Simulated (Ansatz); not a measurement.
C3H5FO2 can be A, `OC1(F)COC1`, or B, `CC(O)(F)C=O`.

Computed with Ansatz on PBE0-D4/def2-TZVP structures; ΔE is electronic, products minus reactants. CCSD(T)/CBS adds triple-zeta CCSD(T) − MP2 to the extrapolated MP2 energy (def2 sets, frozen cores). Functionals use def2-TZVPP. B3LYP here is the variant with VWN-RPA as its local correlation; programs differ in this. Each species was taken in one conformer, which may not be the lowest.

A:

Z-matrix (Å, degrees):
```
C
F 1 1.354
C 1 1.533 2 114.8
C 1 1.533 2 114.8 3 96.4
O 1 1.378 2 105.4 3 -131.8
O 3 1.435 1 90.6 2 122.3
H 3 1.094 1 116.1 2 -122.1
H 3 1.094 1 113.6 2 7.3
H 4 1.094 1 116.1 2 122.1
H 4 1.094 1 113.6 2 -7.3
H 5 0.961 1 109.0 2 179.8
```

B:

```xyz
11

C     0.274    1.281   -0.163
C    -0.400   -0.059   -0.066
O    -1.200   -0.135    1.026
F    -1.151   -0.248   -1.237
C     0.568   -1.245   -0.107
O     0.501   -2.131    0.697
H     0.867    1.348   -1.075
H    -0.493    2.056   -0.178
H     0.917    1.440    0.704
H    -1.179   -1.053    1.338
H     1.295   -1.253   -0.939
```

(1) Which isomer does CCSD(T)/CBS put lower? Give the gap. (An estimate is asked.)

(2) Give E(B) − E(A) in kcal/mol with ωB97M-V, B3LYP, CCSD/def2-TZVPP, MP2/def2-TZVPP, B2PLYP, B3LYP-D4, PBE0-D4. (Estimate.)

Largest T1 diagnostic: 0.014.

## Answers

(1) The calculation gave: B, by 26.9 kcal/mol.

(2) Computed: ωB97M-V -26.1, B3LYP -28.6, CCSD/def2-TZVPP -26.4, MP2/def2-TZVPP -27.5, B2PLYP -28.7, B3LYP-D4 -28.5, PBE0-D4 -24.1. None reverses the order clearly.

From PBE to PBE0 (25 % exact exchange), in def2-TZVPP and without D4, E(B) − E(A) moves by +2.2 kcal/mol.
